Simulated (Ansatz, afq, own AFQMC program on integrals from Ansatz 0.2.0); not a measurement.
**Where AFQMC and coupled cluster stand for InBrCl, doublet**

```yaml
atoms:
  - { symbol: Cl, position_ang: [-1.9991, -1.0101, 0.8903] }
  - { symbol: In, position_ang: [-0.0322, -0.0015, 0.0004] }
  - { symbol: Br, position_ang: [2.2448, -0.7811, 0.7742] }
```

Connectivity, by distances: Cl–In–Br.

Basis def2-TZVP with its core potentials. Noble-gas cores (and the filled d shells of Ga–Kr and In–Xe) are frozen. AFQMC by an in-house program on the Cholesky factors that Ansatz 0.2.0 writes for its CCSD(T) run. ph-AFQMC/CISD is guided by a CISD state made of CCSD amplitudes; releasing the constraint for a short imaginary time cuts its bias at the price of noise, slowly where states lie close. Uncertainties: one standard error, sampling alone. No spin–orbit coupling.

Determinant: UHF, the one that the program's search chose, which needn't be the lowest solution. The geometry is a PBE0/def2-SVP stationary point of this or a neighbouring charge and spin state.

No full CI on the walks' own integrals is used here. The released AFQMC energy serves as the reference, which it does only where one determinant dominates, the energy is flat over the last release times and near the phaseless one (40 meV or 2 meV an electron, half that with transition metals). On small molecules, where full CI could be run and the noise was under 10 meV, such values lay within 10 meV of it in 19 cases of 20, a flattering rate, since the rule was set on those same cases; what remains of the bias isn't in the error bar.

Cautions: no spin-orbit coupling; no relativity below Rb; inner d shell frozen; the released value is read at 1.50 1/Eh (meV from the phaseless value at times in 1/Eh: -3 ± 6 at 0.24, -10 ± 6 at 0.51, -19 ± 8 at 0.99, -19 ± 9 at 1.50).

The T1 diagnostic is 0.0134. The weight of the determinant in the CISD state is 0.833. The ⟨S²⟩ of the determinant is 0.763 and the size of the correlated space is 17 electrons in 107 orbitals.

(1) Estimate: order these by the size of their error in total energy against AFQMC with the constraint released, smallest first.
A. CCSD(T)
B. MP2
C. phaseless AFQMC with a CISD trial
D. CCSD

(1) C (0.69 ± 0.44 mEh), A (2.55 ± 0.32 mEh), D (20.63 ± 0.32 mEh), B (54.21 ± 0.32 mEh).

Reference: AFQMC with the constraint released, correlation energy -12.003 ± 0.009 eV.

A walk keeps the symmetry of its determinant, which the program's search chose and which needn't be the lowest solution, so a lower state of the same spin and another symmetry isn't excluded. Released energies are given only where the last usable release times agree within the noise; a slower fall can still hide under it.
